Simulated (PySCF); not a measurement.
## Static response to an electric field

MgMeF, CH3FMg.
Cartesian coordinates in Å at the PBE0-D3(BJ)/def2-SVP level; atoms count from 1:
```xyz
6
CH3FMg angstrom
Mg    -0.0149    0.0009   -1.2931
C      0.0047   -0.0003    0.7831
H     -0.4300    0.9257    1.1951
H      1.0314   -0.0835    1.1775
H     -0.5731   -0.8445    1.1952
F     -0.0181    0.0017   -3.0579
```

Level: PBE0/def2-SVPD (PySCF), static field, nuclei fixed, core orbitals frozen in the response. The polarisability tensor in these axes (au):

```
x   33.07  0.00  0.15
y    0.00 33.07 -0.01
z    0.15 -0.01 45.00
```

Q: Diagonalise the tensor; give its mean and Δα, where Δα² is half the sum of the squared differences of the eigenvalues.

A: Principal values 33.07, 33.07 and 45.00 au; mean 37.05 au = 5.49 Å³ = 6.11 × 10⁻⁴⁰ C²·m²/J; Δα = 11.93 au (32 % of the mean).

Q: What is the dipole moment, and where does it point?

A: (-0.02, 0.00, 2.10) D, 2.10 D in size, pointing from the negative to the positive side. Measured along this direction, the outermost atoms are F6 at the negative end and H5, H3 and H4 at the positive end.

Q: Find the Langevin capture rate constant for NO+ (29.998 u) meeting this molecule (58.007 u), k = 2.342 × 10⁻⁹ cm³/s × √(α in Å³ / reduced mass in u).

A: The reduced mass is 19.77 u, so k = 1.23 × 10⁻⁹ cm³/s. The formula leaves out the permanent dipole, which adds to the capture rate.

Q: What would n − 1 = 2πNα be for an ideal gas of these molecules at 273.15 K and 1 atm, electronic part alone?

A: N = p/kT = 2.6868 × 10¹⁹ cm⁻³, so n − 1 = 2π × N × 5.49 × 10⁻²⁴ cm³ = 927 × 10⁻⁶ at long wavelengths.

Q: Give the eigenvalues of the traceless quadrupole moment Θ = ½Σq(3rr − r²1), origin at the centre of nuclear charge.

A: -15.21, 7.61, 7.61 D·Å. The values depend on the origin, since the dipole doesn't vanish. The electronic extent ⟨r²⟩ about the same centre is 323 bohr², a root-mean-square distance of 1.74 Å for the 30 electrons.

Q: Sum over states: ᾱ = Σ f/ω², ω in Eh. What share falls to these 10 lowest TDDFT singlets (eV, f)? 5.79, 0.2449; 6.42, 0.0874; 6.42, 0.0874; 7.34, 0.0387; 7.34, 0.0388; 7.36, 0.0103; 8.18, 0.0143; 8.38, 0.0779; 8.38, 0.0773; 8.41, 0.0001.

A: They add up to 11.55 au, 31.2 % of the 37.05 au; the largest single term is 5.41 au, from the state at 5.79 eV. Terms in order: 5.41, 1.57, 1.57, 0.53, 0.53, 0.14, 0.16, 0.82, 0.81, 0.00 au. Higher excitations give the rest. The strengths listed sum to 0.677.

Q: How large is μ²/3kT at 350 K beside α?

A: In Gaussian units μ²/3kT = 30.29 Å³ against 5.49 Å³, a ratio of 5.52; the Debye molar polarisation (4π/3)N_A(α + μ²/3kT) is 90.3 cm³/mol, leaving out the vibrational part.

Geometry: PBE0-D3(BJ)/def2-SVP; no solvent, vibrations or thermal averaging.
